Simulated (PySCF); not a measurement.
[P5]- (charge -1).
Cartesian coordinates in Å at the PBE0-D3(BJ)/def2-SVP level; atoms count from 1:
```xyz
5
P5 angstrom
P      0.303   -0.829   -1.557
P      1.353   -1.147    0.238
P      0.535    0.122    1.704
P     -1.025    1.219    0.816
P     -1.166    0.635   -1.200
```

The closed-shell ground state was solved at several levels (PySCF, density fitting, gas phase, non-relativistic). The geometry's basis has no diffuse functions, a weakness for an anion. No diffuse functions stand in pcSseg-1, which bears on an anion's orbital energies.

```
            level  basis functions  total energy (Eh)  HOMO (eV)  LUMO (eV)  gap (eV)
wB97X-D/def2-SVPD              120         -1706.3398      -4.01       3.81      7.82
    PBE0/pcSseg-1              120         -1706.1933      -2.53       2.21      4.74
```

Estimate the row for B3LYP/pcSseg-1, a basis of 120 functions; the other rows only guide the guess.

Total energy -1706.9200 Eh, HOMO -2.19 eV, LUMO 2.21 eV, gap 4.40 eV.

Over all these levels, which gives the widest orbital gap and which the narrowest?

wB97X-D/def2-SVPD (range-separated hybrid) has the widest, 7.82 eV, and B3LYP/pcSseg-1 (global hybrid, 20 % exact exchange) the narrowest, 4.40 eV. Functional and basis both differ between the two, so the spread mixes both effects.

One conformer stands for the species.

The pairwise dispersion term of wB97X-D wasn't added to the energies; at a given geometry it leaves orbitals and properties as they are.
